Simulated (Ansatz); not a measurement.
Geometry optimisation, UKS B3LYP/def2-SVP (Ansatz).

The input (input.yaml):

```yaml
crystal:
  periodic: [false, false, false]
  atoms:
    - { symbol: B, position_ang: [-0.029587, -0.373519, -0.430822] }
    - { symbol: H, position_ang: [0.056904, -0.200412, 1.957022] }
    - { symbol: Cl, position_ang: [1.475633, 0.343019, -1.00058] }
    - { symbol: "N", position_ang: [-1.284894, -0.043011, -0.907442] }
    - { symbol: H, position_ang: [-2.128256, -0.480284, -0.552292] }
    - { symbol: H, position_ang: [-1.454701, 0.660618, -1.625883] }
    - { symbol: H, position_ang: [0.030801, 0.09359, 2.614998] }
magnetization:
  spin_polarized: true
  initial_magnetization: 1
basis:
  gaussian: { orbitals: def2-SVP }
hamiltonian:
  xc: b3lyp
relax:
  f_tol: 0.03
  max_steps: 50
```

Command:

```bash
$ ansatz run input.yaml --threads 2 --pin off --max-ram 3072MiB --backend cpu --events-out ev --progress --plain --runs-dir out
```

Task: Where does it end, and by what steps?

Result: The forces met the threshold. The force dipped under the threshold on the way, but the program's further checks kept it going. After 22 steps the energy has fallen by 0.085 eV; Cl3 moved furthest, 0.83 Å.

| step | energy less start (eV) | largest force component (eV/Å) | accepted |
| --- | --- | --- | --- |
| 0 | 0.0000 | 1.649 | yes |
| 1 | -0.0609 | 0.145 | yes |
| 2 | -0.0707 | 0.080 | yes |
| 3 | -0.0738 | 0.042 | yes |
| 4 | -0.0754 | 0.066 | yes |
| 5 | -0.0761 | 0.106 | yes |
| 6 | -0.0770 | 0.072 | yes |
| 7 | -0.0774 | 0.254 | yes |
| 8 | -0.0795 | 0.135 | yes |
| 9 | -0.0806 | 0.105 | yes |
| 10 | -0.0815 | 0.120 | yes |
| 11 | -0.0824 | 0.099 | yes |
| 12 | -0.0831 | 0.077 | yes |
| 13 | -0.0837 | 0.064 | yes |
| 14 | -0.0840 | 0.084 | yes |
| 15 | -0.0843 | 0.037 | yes |
| 16 | -0.0844 | 0.022 | yes |
| 17 | -0.0846 | 0.069 | yes |
| 18 | -0.0846 | 0.028 | yes |
| 19 | -0.0847 | 0.015 | yes |
| 20 | -0.0849 | 0.052 | yes |
| 21 | -0.0850 | 0.039 | yes |
| 22 | -0.0852 | 0.029 | yes |

```xyz
7
Properties=species:S:1:pos:R:3
B 0.152 0.119 -0.641
H -0.014 -0.165 2.450
Cl 1.443 0.315 -1.824
N -1.191 0.022 -0.951
H -1.906 -0.090 -0.241
H -1.553 0.056 -1.903
H -0.264 -0.257 3.166
```

Time of the run: 34 s on 2 threads of Arm Neoverse V1, on a shared host, peak memory 0.15 GiB.
